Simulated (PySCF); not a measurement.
Consider oxazole, `c1cocn1` (C3H3NO). Non-hydrogen atoms are numbered in `[cH:1]1[cH:2][o:3][cH:4][n:5]1`. These are map numbers, not IUPAC locants.

Computed at ωB97X-D3(BJ)/ma-def2-TZVP // PBE0-D3(BJ)/def2-SVP with PySCF (density fitting, grid level 2). The prefix ma- adds one diffuse s and one diffuse p function on all atoms but H. Thermal corrections: PBE0-D3(BJ)/def2-SVP frequencies, unscaled, ideal gas at 298.15 K and 1 bar, quasi-RRHO entropy.

Problem. What are the vertical and the adiabatic ionisation energy for forming the radical cation?

Solution. 9.69 eV vertical and 9.44 eV adiabatic, the latter with zero-point energy.

Problem. Where does the unpaired spin of the relaxed radical cation sit?

Solution. C2 (aromatic carbon) 0.47, C4 (aromatic carbon) 0.38, C1 (aromatic carbon) 0.29 (intrinsic atomic orbital populations).

Problem. What oxidation potential follows in acetonitrile (IEF-PCM), given that Fc+/Fc comes at 4.54 V absolute with this functional and basis?

Solution. In the gas phase ΔG of oxidation is 9.420 eV, and solvation is -21.2 kJ/mol for the parent and -269.3 kJ/mol for the product, so the absolute potential is 6.85 V, or 2.31 V against Fc+/Fc. Fc+/Fc in acetonitrile, 4.54 V, is ωB97X-D3(BJ)/ma-def2-TZVP on PBE0-D3(BJ)/def2-SVP structures with GFN2-xTB thermal terms. Benchmark calculations put it near 5.0 V in acetonitrile and DMSO, so it is about 0.5 V low, and the value against it can read up to that much too high. The solvent is electrostatics only, on gas-phase structures; the absolute scale refers to an electron at rest in vacuum.

Problem. How far is −ε(HOMO) from the vertical value by ΔSCF?

Solution. −ε(HOMO) = 9.69 eV, which is 0.01 eV below the ΔSCF value.

Differences come from unrounded values, so a last digit can differ from that of the printed terms.
